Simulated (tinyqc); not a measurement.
Inside a calculation. Method: MP2 on RHF in the sto-3g basis, for H2O, spin multiplicity 1. One step of it, computed by the program tinyqc.

Question. Second-order Moller-Plesset energy. E2 = sum_ijab (ia|jb) [2 (ia|jb) - (ib|ja)] / (e_i + e_j - e_a - e_b) over occupied i, j and virtual a, b; the opposite-spin part is (ia|jb)^2 / denominator, the rest is same-spin, and SCS-MP2 scales them by 6/5 and 1/3.

orbital energies (hartree): [-20.252086, -1.245461, -0.586528, -0.452346, -0.390343, 0.558243, 0.673979]

Two-electron integrals over orbitals (pq|rs), unique and non-zero (hartree):
```
(11|11) 4.745423    (21|11) -0.420487   (21|21) 0.059101    (22|11) 1.008539
(22|21) -0.013732   (22|22) 0.725277    (31|31) 0.010897    (32|31) 0.017429
(32|32) 0.139355    (33|11) 0.787009    (33|21) -0.004508   (33|22) 0.634897
(33|33) 0.619028    (41|11) 0.180285    (41|21) -0.022690   (41|22) 0.014875
(41|33) 0.006226    (41|41) 0.026580    (42|11) -0.138884   (42|21) 0.008922
(42|22) -0.006329   (42|33) 0.005755    (42|41) 0.018379    (42|42) 0.126699
(43|31) -0.003211   (43|32) 0.022956    (43|43) 0.050373    (44|11) 0.974044
(44|21) -0.012694   (44|22) 0.669451    (44|33) 0.586426    (44|41) -0.010269
(44|42) -0.101590   (44|44) 0.750809    (51|51) 0.026012    (52|51) 0.032695
(52|52) 0.146280    (53|53) 0.027938    (54|51) -0.013127   (54|52) -0.046757
(54|54) 0.053508    (55|11) 1.115345    (55|21) -0.011835   (55|22) 0.749054
(55|33) 0.619530    (55|41) 0.005046    (55|42) -0.074644   (55|44) 0.714335
(55|55) 0.880159    (61|11) -0.221796   (61|21) 0.033546    (61|22) -0.000954
(61|33) 0.000488    (61|41) 0.000694    (61|42) 0.020724    (61|44) -0.018175
(61|55) -0.005864   (61|61) 0.029383    (62|11) 0.293677    (62|21) -0.006347
(62|22) 0.139770    (62|33) 0.073352    (62|41) 0.018657    (62|42) 0.024135
(62|44) 0.077508    (62|55) 0.152722    (62|61) 0.008363    (62|62) 0.099750
(63|31) 0.003053    (63|32) -0.037741   (63|43) -0.031736   (63|63) 0.071081
(64|11) 0.239945    (64|21) -0.002820   (64|22) 0.106143    (64|33) 0.045738
(64|41) 0.001471    (64|42) -0.040868   (64|44) 0.127766    (64|55) 0.129567
(64|61) -0.001262   (64|62) 0.060681    (64|64) 0.080270    (65|51) 0.014676
(65|52) 0.056022    (65|54) 0.001006    (65|65) 0.036996    (66|11) 0.799791
(66|21) -0.007196   (66|22) 0.608899    (66|33) 0.564813    (66|41) 0.020026
(66|42) 0.054296    (66|44) 0.549232    (66|55) 0.587093    (66|61) 0.008881
(66|62) 0.096873    (66|64) 0.047774    (66|66) 0.594434    (71|31) 0.014888
(71|32) 0.022420    (71|43) -0.004517   (71|63) 0.003635    (71|71) 0.020386
(72|31) 0.014194    (72|32) 0.045156    (72|43) -0.033764   (72|63) 0.033770
(72|71) 0.018434    (72|72) 0.063958    (73|11) 0.364362    (73|21) -0.007285
(73|22) 0.146162    (73|33) 0.089412    (73|41) -0.000596   (73|42) -0.078676
(73|44) 0.152397    (73|55) 0.193983    (73|61) -0.006568   (73|62) 0.073746
(73|64) 0.088102    (73|66) 0.040451    (73|73) 0.155752    (74|31) -0.009248
(74|32) -0.076643   (74|43) -0.003822   (74|63) 0.047962    (74|71) -0.012505
(74|72) -0.016670   (74|74) 0.070579    (75|53) 0.023750    (75|75) 0.024467
(76|31) 0.008515    (76|32) 0.093447    (76|43) 0.053281    (76|63) -0.063782
(76|71) 0.011165    (76|72) -0.008560   (76|74) -0.059276   (76|76) 0.113407
(77|11) 0.853854    (77|21) -0.009067   (77|22) 0.617436    (77|33) 0.600259
(77|41) 0.004101    (77|42) -0.015036   (77|44) 0.596195    (77|55) 0.617699
(77|61) -0.004409   (77|62) 0.065909    (77|64) 0.044683    (77|66) 0.561529
(77|73) 0.091930    (77|77) 0.609932
```

Hartree-Fock energy = -74.96461338 hartree

Give: Terms; Pair energies; MP2 correlation energy; SCS-MP2 correlation energy; MP2 total energy.

Answer.

Terms:
```
i  j  a  b  (ia|jb)  (ib|ja)  denominator       term
3  3  7  7   0.1558   0.1558      -2.5210    -0.0096
4  3  6  7   0.0881   0.0480      -2.2711    -0.0050
3  4  7  6   0.0881   0.0480      -2.2711    -0.0050
4  4  6  6   0.0803   0.0803      -2.0212    -0.0032
2  2  6  6   0.0997   0.0997      -3.6074    -0.0028
2  3  6  7   0.0737   0.0338      -3.0642    -0.0027
3  2  7  6   0.0737   0.0338      -3.0642    -0.0027
4  4  7  7   0.0706   0.0706      -2.2527    -0.0022
3  3  6  6   0.0711   0.0711      -2.2895    -0.0022
4  2  6  6   0.0607   0.0607      -2.8143    -0.0013
2  4  6  6   0.0607   0.0607      -2.8143    -0.0013
2  2  7  7   0.0640   0.0640      -3.8389    -0.0011
5  5  6  6   0.0370   0.0370      -1.8972    -0.0007
5  5  7  7   0.0245   0.0245      -2.1286  -2.81e-04
4  3  7  6   0.0480   0.0881      -2.2711  -1.65e-04
3  4  6  7   0.0480   0.0881      -2.2711  -1.65e-04
4  2  7  7  -0.0167  -0.0167      -3.0458  -9.12e-05
2  4  7  7  -0.0167  -0.0167      -3.0458  -9.12e-05
2  3  7  6   0.0338   0.0737      -3.0642   6.84e-05
3  2  6  7   0.0338   0.0737      -3.0642   6.84e-05
1  1  6  6   0.0294   0.0294     -41.6207  -2.07e-05
1  2  7  7   0.0184   0.0184     -22.8455  -1.49e-05
2  1  7  7   0.0184   0.0184     -22.8455  -1.49e-05
1  1  7  7   0.0204   0.0204     -41.8521  -9.93e-06
1  4  7  7  -0.0125  -0.0125     -22.0524  -7.09e-06
4  1  7  7  -0.0125  -0.0125     -22.0524  -7.09e-06
3  1  7  6  -0.0066   0.0036     -22.0708  -4.99e-06
1  3  6  7  -0.0066   0.0036     -22.0708  -4.99e-06
1  2  6  6   0.0084   0.0084     -22.6140  -3.09e-06
2  1  6  6   0.0084   0.0084     -22.6140  -3.09e-06
3  1  6  7   0.0036  -0.0066     -22.0708  -2.28e-06
1  3  7  6   0.0036  -0.0066     -22.0708  -2.28e-06
4  1  6  6  -0.0013  -0.0013     -21.8209  -7.30e-08
1  4  6  6  -0.0013  -0.0013     -21.8209  -7.30e-08
```

Pair energies (hartree; pair i-j sums ij and ji):
```
pair  opposite spin  same spin
1-1       -3.07e-05     0.0000
2-1       -3.59e-05     0.0000
2-2         -0.0038     0.0000
3-1       -5.11e-06  -9.43e-06
3-2         -0.0043    -0.0010
3-3         -0.0118     0.0000
4-1       -1.43e-05     0.0000
4-2         -0.0028     0.0000
4-3         -0.0089    -0.0014
4-4         -0.0054     0.0000
5-5         -0.0010     0.0000
```

MP2 correlation energy = -0.040567 hartree

SCS-MP2 correlation energy = -0.046538 hartree

MP2 total energy = -75.005180 hartree
